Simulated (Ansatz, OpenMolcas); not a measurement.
# How methods differ on BCl (SMILES [B]Cl)

BCl has 2 atoms, charge 0, and is taken as a singlet. As SMILES, `[B]Cl`. Geometry: relaxed at PBE0-D4/def2-TZVP.

```csv
atom,x (Å),y (Å),z (Å)
B,0.0000,0.0000,-0.0697
Cl,0.0000,0.0000,1.6482
```

Each level gives the energy change with the B1–Cl2 bond stretched from 1.718 to 3.157 Å (eV). The values are calculated.

```tsv
level	kind	program	value (eV)	less FCI/STO-3G
HF/STO-3G (restricted)	Hartree–Fock	Ansatz	5.29	+0.94
SVWN5/STO-3G (restricted)	LDA	Ansatz	4.51	+0.16
revPBE/STO-3G (restricted)	GGA	Ansatz	4.03	-0.32
CAM-B3LYP/STO-3G (restricted)	range-separated hybrid	Ansatz	4.86	+0.51
RPA@PBE/STO-3G (restricted)	RPA	Ansatz	3.70	-0.65
MP2/STO-3G (restricted)	perturbation theory	Ansatz	4.92	+0.57
ACPF/STO-3G (restricted)	coupled cluster or CI	OpenMolcas	3.79	-0.56
FCI/STO-3G	exact in the basis	OpenMolcas	4.35	0.00
```

FCI/STO-3G is exact within its basis and frozen core, so for wave-function methods in that basis the difference is their error; functionals converge differently with the basis, so for them it is only a difference. Spin-restricted single references rise too steeply as a bond breaks, Hartree–Fock most of all. Perturbation and coupled-cluster corrections on them can overshoot downwards. The first shape isn't each level's own minimum. The values span 3.70 to 5.29 eV. All rows use very small basis sets, so even the best lies far from the true value.
